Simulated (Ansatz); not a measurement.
# NaLi (lithium sodium): B3LYP/6-31G(d) (Cartesian functions)

Aim: the energy change on altering one bond length of NaLi (lithium sodium) at B3LYP/6-31G* (Cartesian functions), from 2 runs. 

Program for the calculation: Ansatz 0.2.0.

28 further runs of the same task are left out: 28 set aside as unsound or not needed.

**1. Starting point**

NaLi: 2 atoms, total charge 0, spin state singlet. SMILES: `[Li][Na]`. Geometry: the measured bond length.

Bond lengths: Li1–Na2 2.810 Å.

**2. A single-point energy at B3LYP/6-31G(d) (Cartesian functions)**

The input, molecule.yaml:

```yaml
crystal:
  periodic: [false, false, false]
  atoms:
    - {symbol: Li, position_ang: [0.000000, 0.000000, 0.000000]}
    - {symbol: Na, position_ang: [0.000000, 0.000000, 2.810000]}
basis:
  gaussian: {orbitals: "6-31G*"}
hamiltonian: {xc: {name: B3LYP}}
accuracy: high
output: {orbitals: {seedname: orbitals}}
```

The run is started by

```console
$ ansatz run molecule.yaml --threads 1 --pin off --max-ram 3480MiB --events-out events.jsonl --progress --plain --runs-dir runs
```

Output:

```text
Warning: RAYON_NUM_THREADS=1 ignored (pool sized by the plan → 1); use --threads N
Functional definition: B3LYP
  name "B3LYP"
  parameter a0 = 0.2
  parameter ax = 0.72
  parameter ac = 0.81
  exchange = (1 - a0 - ax)*slater_x + ax*b88_x + a0*exact_x
  correlation = (1 - ac)*vwn_rpa_c + ac*lyp_c
578 factors; integrals over basis functions are off by at most 2.5e-9 eV
mean field evaluation 1: about -4620.4323 eV, gradient 2.5e0 eV
mean field evaluation 2: about -4620.4907 eV, gradient 9.5e-1 eV
mean field evaluation 4: about -4620.5017 eV, gradient 1.7e-1 eV
mean field evaluation 8: about -4620.5022 eV, gradient 1.6e-4 eV
mean field evaluation 16: about -4620.5022 eV, gradient 1.3e-8 eV
mean field -4620.50218977 eV, -169.8003235851 hartree, gradient 1.3e-8 eV, S^2 0.000000; 0 other end points of the search recorded, 0 dependent functions left out
reference -4620.50221427 eV, -169.8003244855 hartree; 7, 7 occupied and 27, 27 virtual orbitals, 578 factors
Total energy: -4620.50221427 eV, -169.8003244855 hartree
```

Run time: 1.8 s. Hardware: 1 thread of Arm Neoverse V1, shared host; peak memory 0.11 GiB.

**3. The distorted shape, same level**

The input, job.yaml:

```yaml
crystal:
  periodic: [false, false, false]
  atoms:
    - {symbol: Li, position_ang: [0.000000, 0.000000, -3.372000]}
    - {symbol: Na, position_ang: [0.000000, 0.000000, 2.810000]}
basis:
  gaussian:
    orbitals: "6-31G*"
hamiltonian:
  xc: {name: B3LYP}
accuracy: high
output:
  orbitals: {seedname: orbitals}
```

The run is started by

```console
$ ansatz run job.yaml --threads 1 --pin off --max-ram 3480MiB --events-out events.jsonl --progress --plain --runs-dir runs
```

Output, shortened:

```text
Warning: RAYON_NUM_THREADS=1 ignored (pool sized by the plan → 1); use --threads N
[... 7 set-up lines as earlier in the session ...]
545 factors; integrals over basis functions are off by at most 2.8e-9 eV
mean field evaluation 1: about -4619.2939 eV, gradient 1.6e0 eV
mean field evaluation 2: about -4617.8635 eV, gradient 6.8e0 eV
mean field evaluation 4: about -4619.2794 eV, gradient 1.9e0 eV
mean field evaluation 8: about -4619.3511 eV, gradient 1.7e-3 eV
mean field evaluation 16: about -4618.8237 eV, gradient 1.3e0 eV
mean field -4619.35108712 eV, -169.7580213430 hartree, gradient 2.1e-8 eV, S^2 0.000000; 2 other end points of the search recorded, 0 dependent functions left out
reference -4619.35111584 eV, -169.7580223986 hartree; 7, 7 occupied and 27, 27 virtual orbitals, 545 factors
Total energy: -4619.35111584 eV, -169.7580223986 hartree
```

It took 3.3 s on 1 thread of Arm Neoverse V1, shared host; peak memory 0.11 GiB.

**4. What came out**

Level: B3LYP/6-31G* (Cartesian functions).

```
                                                           quantity          value
                                          first shape: total energy  -169.80032 Eh
                                           first shape: HOMO energy       -3.63 eV
                                           first shape: LUMO energy       -1.44 eV
                                         first shape: HOMO–LUMO gap        2.19 eV
                                      distorted shape: total energy  -169.75802 Eh
                                       distorted shape: HOMO energy       -3.14 eV
                                       distorted shape: LUMO energy       -2.46 eV
                                     distorted shape: HOMO–LUMO gap        0.68 eV
energy change with the Li1–Na2 bond stretched from 2.810 to 6.182 Å       1.151 eV
```

One bond (distorted shape) is far stretched, which a spin-restricted single reference describes badly; a broken-symmetry solution may lie lower. With the Li1–Na2 bond stretched from 2.810 to 6.182 Å the energy rises by 1.15 eV (27 kcal/mol). The first shape isn't relaxed at this level, so the change isn't measured from a minimum. A restricted reference can't describe the breaking bond well at this length.
